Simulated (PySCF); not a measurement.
**Adding hydrogen fluoride to Li+, molecule by molecule**

Gas-phase clusters of one Li+ with n hydrogen fluoride, each in one structure from a short search with a few starts, optimised by PBE0-D3(BJ)/def2-SVPD or PBE0-D3(BJ)/def2-TZVPD; other arrangements may lie lower. Binding energies from relaxed separate molecules, wB97M-D3(BJ)/def2-TZVPD, counterpoise-corrected, in kcal/mol (PySCF). Shieldings by GIAO PBE0/pcSseg-2.

Frequency runs check all these structures; an imaginary mode is left, so that the point isn't a minimum, in n = 3 (150i cm⁻¹), n = 1 (67i cm⁻¹), n = 2 (130i cm⁻¹).

| n | binding energy | gain of the last molecule | shielding of Li (ppm) |
| --- | --- | --- | --- |
| 1 | -22.7 | -22.7 | 94.3 |
| 2 | -43.0 | -20.4 | 93.8 |
| 3 | -59.3 | -16.2 | 93.6 |

Q: What would the next cluster, with 4 hydrogen fluoride, show?

A: binding energy: -73.6; gain of the last molecule: -14.3; shielding of Li (ppm): 92.9.
